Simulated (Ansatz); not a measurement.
This Ansatz (an electronic-structure program) input (PBE/pcseg-0) gives -116.20770 Eh with 35 basis functions. A basis named .json is the Basis Set Exchange file of that set (core-valence sets with the plain set on hydrogen).

Ansatz 0.2 input:
```yaml
crystal:
  periodic: [false, false, false]
  atoms:
    - {symbol: C, position_ang: [-0.00105023, -0.00044593, 0.21807837]}
    - {symbol: C, position_ang: [-0.00682676, -0.00289863, 1.41756777]}
    - {symbol: C, position_ang: [0.00595226, 0.00252732, -1.23597935]}
    - {symbol: H, position_ang: [-0.01194066, -0.00506999, 2.47946412]}
    - {symbol: H, position_ang: [0.01516829, 1.02317495, -1.62370089]}
    - {symbol: H, position_ang: [0.88736845, -0.51296496, -1.62264162]}
    - {symbol: H, position_ang: [-0.87904773, -0.50023658, -1.63112234]}
basis:
  gaussian:
    orbitals: pcseg-0.json
hamiltonian:
  xc: {name: PBE}
magnetization: {spin_polarized: false}
```

Change:
```diff
- orbitals: pcseg-0.json
+ orbitals: def2-TZVPPD.json
```

### Question
What does the run give now?

### Answer
-116.53579 Eh (PBE/def2-TZVPPD, 179 functions), a change of -328.09 mEh.
